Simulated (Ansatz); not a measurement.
Cartesian coordinates (Å):
SMILES: SCC
```xyz
9

C     -0.8722     0.4157     0.0604
C      0.1986    -0.6448    -0.1417
S      1.7902    -0.2665     0.6774
H     -0.5695     1.3665    -0.3818
H     -1.0596     0.5836     1.1211
H     -1.8082     0.1079    -0.4134
H     -0.1068    -1.5940     0.3009
H      0.3821    -0.8282    -1.2002
H      2.0612     0.8540    -0.0130
```
Charge 0, spin multiplicity 1.

Computed with Ansatz (a quantum-chemistry and plane-wave program) with frozen-core CCSD(T)/cc-pVTZ // B3LYP-D3(BJ)/def2-TZVP.

- HF energy: -476.80529 Ha
- MP2 correlation energy: -0.53833 Ha

Task: Estimate the CCSD correlation energy, the (T) correction, the total energy and the T1 diagnostic.

Result: 
```yaml
CCSD correlation energy: -0.58151 Ha
"(T) correction": -0.02329 Ha
CCSD(T) total energy: -477.41010 Ha
T1 diagnostic: 0.009
```
